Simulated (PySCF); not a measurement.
Compound: ethynylaluminium, C2HAl (singlet state).
Geometry (PBE0-D3(BJ)/def2-SVP, Å), atoms numbered from 1 in this order:
```
atom  x, y, z in Å
C1    -0.814   -0.040   -0.060
C2     0.385    0.027   -0.312
Al3    2.316    0.120   -0.706
H4    -1.866   -0.098    0.161
```

Computed with PySCF at PBE0/pcSseg-1 and CAM-B3LYP/def2-SVPD, non-relativistic, on one gas-phase PBE0-D3(BJ)/def2-SVP geometry that isn't relaxed in the solvent. The solvent is an IEF-PCM continuum (cavity from Bondi-type radii × 1.2). Specific hydrogen bonds and non-electrostatic terms are outside this model.

Gas phase at PBE0/pcSseg-1: HOMO -6.37 eV, LUMO -1.90 eV, dipole 0.96 D.

**Question.** What does the continuum do to the energy, the frontier levels and the dipole at PBE0/pcSseg-1 in cyclohexane and dimethylsulfoxide?

**Answer.** 
```
          solvent      ε  E(solvent) − E(gas) (kcal/mol)  polarisation term (kcal/mol)  distortion of the solute (kcal/mol)  HOMO (eV)  LUMO (eV)  dipole (D)
      cyclohexane  2.017                           -2.00                         -2.06                                 0.06      -6.25      -1.74        0.98
dimethylsulfoxide  46.83                           -5.13                         -5.60                                 0.47      -6.16      -1.56        1.09
```

Polarisation term: ½ Σ q·V over the induced surface charges. Distortion: the rise of the solute's own energy as its density leaves the gas-phase optimum. From cyclohexane to dimethylsulfoxide the lowering changes by a factor 2.57, Onsager's factor (ε − 1)/(2ε + 1) by 2.40 and ε itself by 23.2.

**Question.** Which Hirshfeld charges (PBE0/pcSseg-1) respond most in cyclohexane (means over atoms taken as equivalent)?

**Answer.** 
```csv
atoms,environment,gas (e),solvent (e),change
C1,terminal alkyne carbon,-0.090,-0.097,-0.007
Al3,aluminium bonded to C,+0.253,+0.259,+0.006
H4,alkyne hydrogen,+0.097,+0.101,+0.004
C2,alkyne carbon,-0.261,-0.263,-0.002
```

**Question.** Which Mayer bond orders change most in cyclohexane?

**Answer.** 
```csv
bond,length (Å),gas,solvent,change
C1–C2,1.227,2.488,2.475,-0.013
C2–Al3,1.973,0.806,0.816,+0.010
C1–H4,1.077,1.054,1.056,+0.002
```

Gas phase at CAM-B3LYP/def2-SVPD: HOMO -7.58 eV, LUMO -0.82 eV, dipole 0.69 D.

**Question.** What does the continuum do to the energy, the frontier levels and the dipole at CAM-B3LYP/def2-SVPD in cyclohexane and dimethylsulfoxide?

**Answer.** 
```csv
solvent,ε,E(solvent) − E(gas) (kcal/mol),polarisation term (kcal/mol),distortion of the solute (kcal/mol),HOMO (eV),LUMO (eV),dipole (D)
cyclohexane,2.017,-1.88,-1.96,0.08,-7.45,-0.66,0.71
dimethylsulfoxide,46.83,-4.89,-5.48,0.59,-7.35,-0.47,0.84
```

**Question.** How does the static polarisability (CAM-B3LYP/def2-SVPD, frozen core, with the continuum's full static response) change?

**Answer.** 
| medium | isotropic (au) | principal values (au) | ⟨r²⟩ of the electrons (bohr²) |
| --- | --- | --- | --- |
| gas | 62.5 | 54.0, 54.0, 79.5 | 250.6 |
| cyclohexane | 72.4 | 63.7, 63.7, 89.8 | 250.8 |
| dimethylsulfoxide | 93.8 | 87.4, 87.4, 106.7 | 251.1 |

The isotropic value in dimethylsulfoxide is 1.50 times the gas-phase one; no cavity-field correction is applied. ⟨r²⟩ is taken about the centre of nuclear charge.
